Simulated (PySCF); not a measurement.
Lewis adducts of In(H)3. All species are isolated molecules in the gas phase. One relaxed conformer stands for each flexible species; it need not be the lowest. Strings in code marks are SMILES.

The numbers are results of PBE0-D4/def2-TZVP // PBE0-D4/def2-SVP in PySCF, not measurements. Delta-SCF ions had no search for a lower state. Excitations are Tamm–Dancoff values on a coarser integration grid. The basis has no diffuse functions, so Rydberg states are missing or too high.

```
species                        LUMO (eV)  dipole moment (D)  HOMO–LUMO gap (eV)  T1 excitation (TDA) (eV)  vertical ionisation energy (Delta-SCF) (eV)
-----------------------------  ---------  -----------------  ------------------  ------------------------  -------------------------------------------
free base O(CH3)2 (`COC`)              –               1.16                8.81                      7.09                                         9.90
adduct with CO ([In(H)3(CO)])      -1.83               1.61                6.11                         –                                        10.14
free base NCH (`C#N`)                  –               3.05               10.63                         –                                        13.58
adduct with H2S                    -0.72                  –                6.90                      5.28                                         9.77
```
